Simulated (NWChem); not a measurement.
## Total energies of silicon monoxide (OSi)

```
Si
O 1 1.5233
```
Charge 0, spin multiplicity 1.

Program: NWChem. All single points use one geometry, from PBE0/def2-SVP, a minimum by its harmonic frequencies.

Basis set: def2-QZVP (127 functions).

```json
[
 {"method": "RHF", "total energy (Ha)": "-363.85269", "relative cost": "1"},
 {"method": "MP2", "total energy (Ha)": "-364.21497", "relative cost": "under 3"},
 {"method": "B2PLYP", "total energy (Ha)": "-364.62907", "relative cost": "under 3"},
 {"method": "PBE", "total energy (Ha)": "-364.56069", "relative cost": "under 3"},
 {"method": "B3LYP", "total energy (Ha)": "-364.80218", "relative cost": "under 3"},
 {"method": "LC-wPBE (omega 0.3 per bohr)", "total energy (Ha)": "-364.58891", "relative cost": "30"},
 {"method": "CCSD(T)", "total energy (Ha)": "-364.23195", "relative cost": "70"}
]
```

Total energies of different functionals aren't comparable as a measure of quality: only differences taken within one method are. The cost column gives rough processor time relative to RHF; each entry includes its own SCF.

The correlated methods keep 6 core orbitals frozen. B3LYP has NWChem's definition, with VWN1-RPA local correlation. GW and range-separated runs recompute their integrals, the others keep them in memory, which bears on the times. No row is a measurement; the coupled-cluster row has its own basis-set and correlation limits.
